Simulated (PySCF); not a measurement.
Compound: butanal, C₄H₈O.
Numbering: `[CH3:1][CH2:2][CH2:3][CH:4]=[O:5]` (hydrogens: H6, H7, H8 on C1; H9, H10 on C2; H11, H12 on C3; H13 on C4)

Theory: PBE0-D3(BJ)/def2-SVP geometry optimisation, gas phase (PySCF 2.14.0).

(1) Give the optimised bond lengths and angles.

## Answers

(1) 
| bond | length (Å) | order |
| --- | --- | --- |
| C1–C2 | 1.519 | single |
| C2–C3 | 1.517 | single |
| C3–C4 | 1.501 | single |
| C4=O5 | 1.202 | double |
| C1–H6, C1–H7, C1–H8 | 1.102 | single |
| C2–H9, C2–H10 | 1.102 | single |
| C3–H11, C3–H12 | 1.107 | single |
| C4–H13 | 1.123 | single |

Bonds in one row agree within 0.01 Å and their mean is given. Orders are formal, as drawn. A selection of angles:
| angle | degrees |
| --- | --- |
| C2–C1–H6 | 111.4 |
| H6–C1–H7 | 107.5 |
| C1–C2–C3 | 113.1 |
| C1–C2–H9 | 110.4 |
| C3–C2–H9 | 108.8 |
| H9–C2–H10 | 105.1 |
| C2–C3–C4 | 114.5 |
| C2–C3–H11 | 111.7 |
| C4–C3–H11 | 106.9 |
| H11–C3–H12 | 104.1 |
| C3–C4–O5 | 124.7 |
| C3–C4–H13 | 114.7 |
| O5–C4–H13 | 120.5 |

Torsions: C1–C2–C3–C4 179° (antiperiplanar); C2–C3–C4–O5 -1° (synperiplanar).

Of the pairs four or more bonds apart, O5···H10 is among the closest relative to their van der Waals radii: 2.75 Å, 101 % of the sum of Bondi's values. The 5 heavy atoms lie in one plane (0.009 Å rms).

PBE0-D3(BJ)/def2-SVP frequencies: not computed here. One conformer, not necessarily the lowest.
